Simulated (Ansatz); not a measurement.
# Worked example: Al2H2⁺ (H-bridged), doublet against Al₂H₂ (H-bridged), singlet

Geometry (PBE0/def2-TZVP stationary point of a singlet), kept for both states (Al2H2 (H-bridged), singlet: A'; Al2H2⁺ (H-bridged), doublet: A'):

```xyz
4

Al    0.0000    0.0925    1.2647
Al    0.0000   -0.0193   -1.3669
H     0.0000   -0.6882    2.6804
H     0.0000   -1.2711    0.0548
```

Basis 6-31G; Ansatz 0.2.0. Only valence electrons are correlated (noble-gas cores frozen). R marks a restricted (for open shells ROHF) determinant.

Full CI is exact within this basis and frozen core; it isn't the basis-set limit.

```csv
level,"E(Al2H2 (H-bridged), singlet) (hartree)","E(Al2H2⁺ (H-bridged), doublet) (hartree)"
RCCSD(T),-484.964658,-484.708179
PBE,-485.654709,-485.378290
wB97M-V,-485.893430,-485.616304
full CI,-484.965773,-484.709049
```

Question: Give the vertical gap, Al2H2⁺ (H-bridged) doublet less Al2H2 (H-bridged) singlet, at each level in eV (1 hartree = 27.2114 eV), and each error against full CI.

Answer: full CI: (-484.709049 − (-484.965773)) × 27.2114 = 6.986 eV (the reference)
wB97M-V: (-485.616304 − (-485.893430)) × 27.2114 = 7.541 eV, error 0.555 eV
PBE: (-485.378290 − (-485.654709)) × 27.2114 = 7.522 eV, error 0.536 eV
RCCSD(T): (-484.708179 − (-484.964658)) × 27.2114 = 6.979 eV, error -0.007 eV

Total energies of functionals can't be set beside those of wave-function methods, since they hold the core's correlation and their own absolute errors; only the differences compare.

The set has no polarisation functions, so the order and spacing of states can differ from the basis-set limit.

In so small a basis the reference is far from its limit while semilocal and hybrid functionals are nearer theirs, so the functionals' errors here hold much of the reference's basis and frozen-core error, which can add to them or hide them.

Each level lands on the state that its own search finds. T1 diagnostics of restricted CCSD: 0.019 and 0.049.
